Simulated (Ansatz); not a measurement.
# H2OSSi: the cost of one run

Program: Ansatz 0.2.0, Gaussian basis. Level of theory: single points in def2-TZVPP. These are calculated values, not measurements.

Cores are frozen in the correlated methods.

1 further run of the same task is left out (it didn't finish).

### 1 The starting structure

SMILES `O[SiH]=S`, 5 atoms, charge 0, spin multiplicity 1.

Atoms are counted from 1 here; the program's logs count them from 0.

Bond lengths: O1–Si2 1.613 Å, O1–H4 0.962 Å, Si2–S3 1.944 Å, Si2–H5 1.502 Å. Angles: Si2–O1–H4 130.0°, O1–Si2–S3 124.3°, O1–Si2–H5 105.2°, S3–Si2–H5 130.4°.

Geometry (Å):

```
atom    x (Å)    y (Å)    z (Å)
  O1  -0.4582  -0.0794  -1.0564
 Si2   0.2504   0.1536   0.3739
  S3   1.4914   1.5995   0.7588
  H4  -1.1295  -0.7165  -1.3171
  H5  -0.1743  -1.0145   1.2175
```

### 2 PBE-D4/def2-TZVPP

Input file run/in.yaml:

```yaml
crystal:
  periodic: [false, false, false]
  atoms:
    - {symbol: O, position_ang: [-0.458234, -0.079368, -1.056384]}
    - {symbol: Si, position_ang: [0.250358, 0.153572, 0.373932]}
    - {symbol: S, position_ang: [1.491368, 1.599459, 0.758803]}
    - {symbol: H, position_ang: [-1.129478, -0.716547, -1.317052]}
    - {symbol: H, position_ang: [-0.174316, -1.014536, 1.217493]}
basis:
  gaussian: {orbitals: def2-TZVPP}
hamiltonian: {xc: pbe, dispersion: d4}
output: {forces: true}
```

On the command line:

```sh
$ ansatz run in.yaml --threads 2 --pin off --events-out ev --progress --plain --max-ram 3481MiB
```

Q: Estimate wall time and peak memory on 2 threads of Arm Neoverse V2, shared host.

About 1.4 s, with a peak of 0.14 GiB.
